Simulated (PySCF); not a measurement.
## Where does 2-methoxypropane take a proton?

Parent: 2-methoxypropane, `COC(C)C` (C4H10O). Coordinates in Å; atoms count from 1 in this order:
```
C     1.9374    0.1674   -0.6096
O     0.8121   -0.6337   -0.4422
C    -0.2077   -0.0822    0.3607
C    -1.1043   -1.2321    0.7739
C    -0.9768    1.0126   -0.3664
H     2.6853   -0.4181   -1.1629
H     2.3794    0.4677    0.3621
H     1.7339    1.0904   -1.1861
H     0.2544    0.3564    1.2716
H    -1.5521   -1.6976   -0.1174
H    -1.9144   -0.8860    1.4321
H    -0.5211   -1.9993    1.3024
H    -0.3185    1.8368   -0.6781
H    -1.4615    0.6018   -1.2656
H    -1.7546    1.4395    0.2843
```

Computed at ωB97X-D3(BJ)/def2-TZVP // PBE0-D3(BJ)/def2-SVP with PySCF (density fitting, grid level 2). ωB97X-D3(BJ) is ωB97X-V with D3(BJ) in place of VV10. Thermal corrections: PBE0-D3(BJ)/def2-SVP frequencies, unscaled, ideal gas at 298.15 K and 1 bar, quasi-RRHO entropy.

| site | product | PA / kcal/mol | GB / kcal/mol |
| --- | --- | --- | --- |
| O2 (ether oxygen) | `C[OH+]C(C)C` | 199.5 | 192.2 |

PA is −ΔH and GB is −ΔG of B + H⁺ → BH⁺ in the gas phase. Sites whose products fell apart, merged with another or lost in a GFN2-xTB screen aren't listed.

In water the product from O2 is solvated 57.9 kcal/mol more strongly than the parent (electrostatics only).

In benzonitrile the product from O2 is solvated 56.3 kcal/mol more strongly than the parent (electrostatics only).

Measured values (NIST Chemistry WebBook, evaluated or the median of agreeing entries): proton affinity (−ΔH) 826 kJ/mol (computed 835, difference 8); gas-phase basicity (−ΔG) 797 kJ/mol (computed 804, difference 7).

Differences come from unrounded values, so a last digit can differ from that of the printed terms.
